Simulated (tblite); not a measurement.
# How well do the runs reproduce experiment for 1-chloro-2,2-difluoroethylene?

**What was measured.**

CRC Handbook of Chemistry and Physics lists, for the gas at 298.15 K: standard entropy 303 J/(mol K).

How close the calculation comes is told at the end.

Compound: 1-chloro-2,2-difluoroethylene, C₂HClF₂.
SMILES with atom numbers: `[F:1][C:2]([F:3])=[CH:4][Cl:5]` (hydrogens: H6 on C4)

Cartesian coordinates in Å at the GFN2-xTB level; atoms count from 1:
```
atom  x, y, z in Å
F1    -1.0509    1.2435    0.6271
C2    -0.6288    0.0763    0.1767
F3    -1.6244   -0.8007    0.1694
C4     0.5980   -0.2217   -0.2194
Cl5    1.8754    0.9173   -0.2059
H6     0.8337   -1.2127   -0.5695
```

GFN2-xTB wavenumbers (cm⁻¹, harmonic, unscaled, at the method's own geometry): 161, 231, 388, 484, 510, 761, 800, 936, 1126, 1226, 1736, 3104. Point group Cs, symmetry number 1. Entropy at 298.15 K and 1 bar in J/(mol K): translation 166.0, rotation 110.3, vibration 31.0.

## Comparison

**Standard entropy at 298.15 K.** Measured: 303 J/(mol K) (298.15 K; CRC Handbook of Chemistry and Physics).

| level | computed (J/(mol K)) | computed − measured (J/(mol K)) | % (from the printed values) |
| --- | --- | --- | --- |
| GFN2-xTB, rigid rotor and harmonic oscillator | 307.4 | +4.4 | +1 |

Ideal gas at 1 bar, most abundant isotopes; table values of this kind come from calorimetry or from spectroscopic constants.

The geometry is computed, not the measured one. Where a level misses, the cause wasn't examined.
